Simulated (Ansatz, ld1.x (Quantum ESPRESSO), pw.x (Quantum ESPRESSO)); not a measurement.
# pw.x on bcc Ta: one setting changed

Potential: norm-conserving RRKJ (Kleinman–Bylander form), ld1.x (Quantum ESPRESSO) 7.5, LDA (PW92); core [Xe] 4f14, reference 5d3 6s2 6p0; waves: 6p (bound, empty): rc 2.90 bohr; 5d (bound): rc 2.90 bohr; 6s (bound): rc 2.70 bohr; local part: the s channel; core correction: none.

The reference run (k-mesh 14³, cutoffs 35/140 Ry, Fermi–Dirac 0.01 Ry, mixing_beta 0.4, conv_thr 1e-9, no spin) gives -0.21 GPa at 17.128 Å³/atom, where all-electron LAPW gives 1.38 GPa. This run, with its own iteration cap, changes k-mesh shift to 1.

```
&control
  calculation='scf', prefix='x', pseudo_dir='./', outdir='./tmp', tstress=.true., disk_io='none'
/
&system
  ibrav=0, nat=1, ntyp=1, ecutwfc=35, ecutrho=140, nbnd=9,
  occupations='smearing', smearing='fd', degauss=0.01
/
&electrons
  conv_thr=1e-09, mixing_beta=0.4, electron_maxstep=60
/
ATOMIC_SPECIES
Ta 1.0 Ta.UPF
CELL_PARAMETERS angstrom
  -1.62386113 1.62386113 1.62386113
  1.62386113 -1.62386113 1.62386113
  1.62386113 1.62386113 -1.62386113
ATOMIC_POSITIONS crystal
Ta 0.0000 0.0000 0.0000
K_POINTS automatic
14 14 14 1 1 1
```

```bash
pw.x < Ta.scf.in > Ta.scf.out
```

**Question.** How does the run end?

**Answer.** It converges in 7 iterations; the free energy moves by +3.5 meV/atom and the pressure by +0.01 GPa.

```
Message from routine setup:
     using ibrav=0 with symmetry is DISCOURAGED, use correct ibrav instead
     lattice parameter (alat)  =       5.3151  a.u.
     unit-cell volume          =     115.5855 (a.u.)^3
     number of electrons       =         5.00
     number of Kohn-Sham states=            9
     kinetic-energy cutoff     =      35.0000  Ry
     charge density cutoff     =     140.0000  Ry
     scf convergence threshold =      1.0E-09
     Exchange-correlation= PW
     number of k points=   100  Fermi-Dirac smearing, width (Ry)=  0.0100
     iteration #  1     ecut=    35.00 Ry     beta= 0.40
     total energy              =     -10.20086900 Ry
     estimated scf accuracy    <       0.01200698 Ry
     iteration #  2     ecut=    35.00 Ry     beta= 0.40
     total energy              =     -10.20021966 Ry
     estimated scf accuracy    <       0.00311255 Ry
     iteration #  3     ecut=    35.00 Ry     beta= 0.40
     total energy              =     -10.20054593 Ry
     estimated scf accuracy    <       0.00005518 Ry
     iteration #  4     ecut=    35.00 Ry     beta= 0.40
     total energy              =     -10.20054942 Ry
     estimated scf accuracy    <       0.00000475 Ry
     iteration #  5     ecut=    35.00 Ry     beta= 0.40
     total energy              =     -10.20054992 Ry
     estimated scf accuracy    <          7.5E-09 Ry
     iteration #  6     ecut=    35.00 Ry     beta= 0.40
     total energy              =     -10.20054994 Ry
     estimated scf accuracy    <          8.9E-09 Ry
     iteration #  7     ecut=    35.00 Ry     beta= 0.40
     the Fermi energy is    12.3442 ev
!    total energy              =     -10.20054994 Ry
     estimated scf accuracy    <          4.5E-10 Ry
     smearing contrib. (-TS)   =      -0.00584306 Ry
     The total energy is F=E-TS. E is the sum of the following terms:
     one-electron contribution =       7.69410076 Ry
     hartree contribution      =       0.03552818 Ry
     xc contribution           =      -3.10010470 Ry
     ewald contribution        =     -14.82423112 Ry
     convergence has been achieved in   7 iterations
          total   stress  (Ry/bohr**3)                   (kbar)     P=       -2.02
     Message from routine punch:
     Nothing written, as per user request (disk_io='none')
```

The run took about 2.3 s on one core of a shared host (Neoverse-V1, 64 threads, 503 GiB, load 20).
